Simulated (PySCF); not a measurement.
# Worked example: the step energy

An elementary step of CH₅BO, singlet (CH₅BO ([CH3][BH][OH]) → BHO ([BH][O]) + CH₄; B–C, O–H broken or loosened, C–H formed or tightened). “Start” and “end” are the PBE0-D4/def2-TZVP structures reached by relaxing down either side of its saddle point, with the molecules still in contact.

Computed with PySCF 2.14 with density fitting (its default auxiliary sets; JK sets also for MP2 and CCSD(T)) (basis: def2-TZVPP and def2-QZVPP); correlated methods freeze the cores.

Energies in eV:

| quantity | end | start |
| --- | --- | --- |
| Hartree–Fock, triple zeta (X = 3) | -3821.08525 | -3821.56515 |
| Hartree–Fock, quadruple zeta (X = 4) | -3821.28606 | -3821.75572 |
| MP2 correlation, X = 3 | -14.34890 | -14.24104 |
| MP2 correlation, X = 4 | -15.32857 | -15.23951 |
| CCSD(T) correlation, X = 3 | -15.61204 | -15.55584 |

Question: Work out the step energy at the basis limit: extrapolate Hartree–Fock as E(X) = E∞ + A exp(−7.88 √X) and the MP2 correlation as E(X) = E∞ + B X^−2.97 (the exponents that Neese and Valeev fitted for def2-TZVPP and QZVPP), then add CCSD(T) − MP2 in triple zeta.

Answer: Each step is linear, so take the differences first (end − start): Hartree–Fock 0.47990 (X = 3) and 0.46966 (X = 4); MP2 correlation -0.10786 and -0.08906; CCSD(T) correlation -0.05620.
Two points give E∞ = E(4) + w [E(4) − E(3)], with w = 1/(exp(7.88 (2 − √3)) − 1) = 0.1377 for Hartree–Fock and w = 1/((4/3)^2.97 − 1) = 0.7407 for the correlation.
Hartree–Fock: 0.46966 + 0.1377 × (-0.01024) = 0.4682 eV.
MP2 correlation: -0.08906 + 0.7407 × 0.01880 = -0.0751 eV.
CCSD(T) − MP2: -0.05620 − (-0.10786) = 0.0517 eV.
Sum: 0.4682 + (-0.0751) + 0.0517 = 0.4448 eV, or 10.26 kcal/mol. Plain CCSD(T) in triple zeta gives 0.4237 eV, so the larger basis shifts the result by 0.0211 eV.

T1 diagnostic: at most 0.017.

Labels in which every atom is bracketed show which atoms are joined, not bond orders.

For scale, one of the runs: CCSD(T)/def2-TZVPP, 163 basis functions, launched by `OMP_NUM_THREADS=4 python run.py`. Time: 3.4 min of wall clock on 4 CPU threads of an Arm Neoverse V1; the host was shared. Peak host memory: 1.2 GiB.
